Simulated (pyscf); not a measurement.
HO–Si(OH)(F)–F (SMILES O[Si](O)(F)F) + H₂ (SMILES [H][H]) -> HO–SiH(OH)–F (SMILES O[SiH](O)F) + HF (SMILES F) (four-centre exchange; singlet surface; F–Si, H–H broken, H–Si, F–H formed). PySCF, gas phase, ωB97X-D3(BJ)/def2-SVP geometries. Energies in eV from the separated reactants.

```
level                   barrier  reaction energy
----------------------  -------  ---------------
ωB97X-D3(BJ)/def2-TZVP     2.48            +1.40
PBE/def2-TZVP              2.17            +1.34
r²SCAN/def2-TZVP           2.35            +1.51
B3LYP-D3(BJ)/def2-TZVP     2.50            +1.41
ωB97M-D3(BJ)/def2-TZVP        …            +1.41
HF/def2-TZVP                  …                …
```

### Question
Fill in the missing entries.

### Answer

- ωB97M-D3(BJ)/def2-TZVP, barrier: 2.47
- HF/def2-TZVP, barrier: 3.32
- HF/def2-TZVP, reaction energy: +1.42

The functionals in the table span 0.33 eV in this barrier, from PBE to B3LYP-D3(BJ). On the product side the descent ends in a complex (not fully relaxed), 0.25 eV under the separated species and 1.34 eV under the saddle at ωB97X-D3(BJ)/def2-TZVP. One saddle was located; it need not be the lowest between these sides.
